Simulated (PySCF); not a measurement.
**C2HF3O (SMILES FC1OC1(F)F) at MP2/3-21G**

What is the vertical ionisation energy of C2HF3O at MP2/3-21G? Input form: a Python script.

Program for the calculation: PySCF 2.14.0.

**1. Starting point**

C2HF3O has 7 atoms, charge 0, and is taken as a singlet. As SMILES, `FC1OC1(F)F`. Geometry: relaxed at PBE0-D4/def2-TZVP.

Bond lengths: F1–C2 1.334 Å, C2–O3 1.424 Å, C2–C4 1.445 Å, O3–C4 1.366 Å, C4–F5 1.322 Å, C4–F6 1.326 Å, C2–H7 1.086 Å. Some angles: F1–C2–O3 115.2°, F1–C2–C4 119.8°, O3–C2–C4 56.8°, C2–O3–C4 62.4°, C2–C4–O3 60.8°, C2–C4–F5 121.9°, C2–C4–F6 123.1°, O3–C4–F5 116.9°, O3–C4–F6 116.4°, F5–C4–F6 109.4°.

**2. The energy at MP2/3-21G**

input.py reads:

```python
from pyscf import gto, mp

mol = gto.Mole()
mol.atom = [
    ('F', (-0.633400, -1.685800, 0.231100)),
    ('C', (-0.181400, -0.473900, 0.556500)),
    ('O', (1.148600, -0.190200, 0.135600)),
    ('C', (0.132100, 0.478800, -0.484100)),
    ('F', (-0.069200, 0.209600, -1.763100)),
    ('F', (0.091600, 1.791700, -0.299600)),
    ('H', (-0.427000, -0.198200, 1.577800)),
]
mol.spin = 0
mol.max_memory = 1860
mol.verbose = 3
mol.basis = '3-21g'
mol.build()

calc0 = mol.RHF()
calc0.conv_tol = 1e-10
calc0.kernel()
if not calc0.converged:
    calc0 = calc0.newton().run(calc0.mo_coeff, calc0.mo_occ)

pt = mp.MP2(calc0, frozen=6).run()
energy = pt.e_tot
print(f'total energy: {energy:.8f} hartree')
```

Command:

```sh
$ OMP_NUM_THREADS=1 python input.py
```

What it wrote:

```text
converged SCF energy = -446.971033460205
E(RMP2) = -447.615529814588  E_corr = -0.644496354382885
E(SCS-RMP2) = -447.598459495605  E_corr = -0.627426035400122
total energy: -447.61552981 hartree
```

It took 1.1 s on 1 thread of Arm Neoverse V1, shared host; peak memory 0.14 GiB.

**3. The doublet cation**

input.py reads:

```python
from pyscf import gto, scf, mp

system = gto.M(
    atom='''
F     -0.633400    -1.685800     0.231100
C     -0.181400    -0.473900     0.556500
O      1.148600    -0.190200     0.135600
C      0.132100     0.478800    -0.484100
F     -0.069200     0.209600    -1.763100
F      0.091600     1.791700    -0.299600
H     -0.427000    -0.198200     1.577800
''',
    verbose=3,
    spin=1,
    charge=1,
    max_memory=1860,
    basis='3-21g',
)

mf = scf.UHF(system)
mf.conv_tol = 1e-10
mf.kernel()
if not mf.converged:
    mf = mf.newton().run(mf.mo_coeff, mf.mo_occ)

pt = mp.MP2(mf, frozen=6).run()
e_final = pt.e_tot
print('E = %.10f Eh' % e_final)
```

Command:

```sh
$ OMP_NUM_THREADS=1 python input.py
```

What it wrote:

```text
converged SCF energy = -446.519384970146  <S^2> = 0.76721856  2S+1 = 2.0171451
E(UMP2) = -447.175376022114  E_corr = -0.655991051967801
E(SCS-UMP2) = -447.153068867706  E_corr = -0.633683897560167
E = -447.1753760221 Eh
```

Run time: 1.6 s. Hardware: 1 thread of Arm Neoverse V1, shared host; peak memory 0.14 GiB.

**4. Outcome**

Level: MP2/3-21G, 6 core orbitals frozen.

| quantity | value |
| --- | --- |
| singlet C2HF3O: total energy | -447.61553 Eh |
| singlet C2HF3O: dipole moment (Hartree–Fock density) | 2.47 D |
| singlet C2HF3O: HOMO energy (Hartree–Fock orbitals) | -13.45 eV |
| singlet C2HF3O: LUMO energy (Hartree–Fock orbitals) | 7.05 eV |
| singlet C2HF3O: HOMO–LUMO gap (Hartree–Fock orbitals) | 20.50 eV |
| singlet C2HF3O: correlation energy (6 core orbitals frozen) | -644.5 mEh |
| doublet cation: total energy | -447.17538 Eh |
| doublet cation: HOMO energy (Hartree–Fock orbitals) (highest over α and β) | -22.93 eV |
| doublet cation: LUMO energy (Hartree–Fock orbitals) (lowest over α and β) | -10.98 eV |
| doublet cation: correlation energy (6 core orbitals frozen) | -656.0 mEh |
| doublet cation: ⟨S²⟩ of the reference determinant | 0.767 |
| vertical ionisation energy (to the doublet cation) | 11.977 eV |

In words: The vertical ionisation energy comes to 11.98 eV (276 kcal/mol). Mulliken charges (singlet C2HF3O) of the mean-field density run from -0.60 on O3 to +1.00 on C4; they depend strongly on the basis. Mulliken charges (doublet cation) of the mean-field density run from -0.33 on O3 to +1.11 on C4.
